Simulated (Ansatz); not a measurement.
in.yaml

```yaml
crystal:
  periodic: [false, false, false]
  atoms:
    - {symbol: Ge, position_ang: [0.000000, 0.000000, 0.000000]}
    - {symbol: Ge, position_ang: [0.000000, 0.000000, 2.383102]}
basis:
  gaussian: {orbitals: def2-SVP}
total_charge: 1
magnetization: {spin_polarized: false, initial_magnetization: 3}
correlation: {method: ccsd_t, electrons: outside_noble_gas}
```

```sh
$ ansatz run in.yaml --threads 1 --pin off --events-out ev --progress --plain --max-ram 2393MiB
```

**Question.** Roughly how long does this take on 1 thread of Intel Xeon, shared host, and how much host memory?

**Answer.** 24 s wall and 0.25 GiB.

```
629 factors; integrals over basis functions are off by at most 5.8e-4 eV
mean field evaluation 1: about -112924.5899 eV, gradient 6.8e0 eV
mean field evaluation 2: about -112924.5979 eV, gradient 6.8e0 eV
mean field evaluation 4: about -112924.7687 eV, gradient 7.2e-1 eV
mean field evaluation 8: about -112924.7757 eV, gradient 9.0e-4 eV
mean field evaluation 16: about -112924.7756 eV, gradient 5.4e-2 eV
mean field evaluation 32: about -112924.7434 eV, gradient 4.6e-1 eV
mean field evaluation 64: about -112922.9069 eV, gradient 7.0e-2 eV
mean field evaluation 96: about -112921.5773 eV, gradient 9.2e-1 eV
mean field evaluation 128: about -112922.9066 eV, gradient 2.0e-2 eV
mean field evaluation 160: about -112922.0895 eV, gradient 8.8e-3 eV
mean field evaluation 192: about -112921.5690 eV, gradient 1.7e-3 eV
mean field -112924.77565258 eV, -4149.9089620703 hartree, gradient 1.4e-6 eV, S^2 3.750000; 9 other end points of the search recorded, 0 dependent functions left out
mean field evaluation 224: about -112924.8566 eV, gradient 5.9e-2 eV
determinant -112924.77565258 eV, -4149.9089620703 hartree, with singles and doubles -112928.43807284 eV, -4150.0435535322 hartree
determinant -112922.90656765 eV, -4149.8402744659 hartree, with singles and doubles -112926.19360904 eV, -4149.9610710090 hartree
determinant -112922.08948198 eV, -4149.8102471215 hartree, with singles and doubles -112925.64887245 eV, -4149.9410523084 hartree
determinant -112921.56901162 eV, -4149.7911201885 hartree, with singles and doubles -112925.68903387 eV, -4149.9425282134 hartree
28 core orbitals not correlated: weight in the atoms' cores, before any rotation towards them, 1.000 or more for the frozen orbitals, at most 0.000 for the correlated occupied ones
reference -112924.77565258 eV, -4149.9089620703 hartree; 5, 2 occupied and 31, 34 virtual orbitals, 629 factors
second order -2.94137872 eV of doubles, -0.03286639 eV of singles
cycle   1  -3.64634870 eV  change   -3.6e-2 eV  update   6.3e-3
cycle   2  -3.64693927 eV  change   -5.9e-4 eV  update   1.2e-3
cycle   3  -3.64693449 eV  change    4.8e-6 eV  update   2.8e-4
cycle   4  -3.64696442 eV  change   -3.0e-5 eV  update   7.6e-5
cycle   5  -3.64693507 eV  change    2.9e-5 eV  update   2.6e-5
cycle   6  -3.64693568 eV  change   -6.1e-7 eV  update   7.2e-6
perturbative correction -0.18312777 eV, -0.0067298213 hartree
Total energy: -112928.60571603 eV, -4150.0497143059 hartree
```
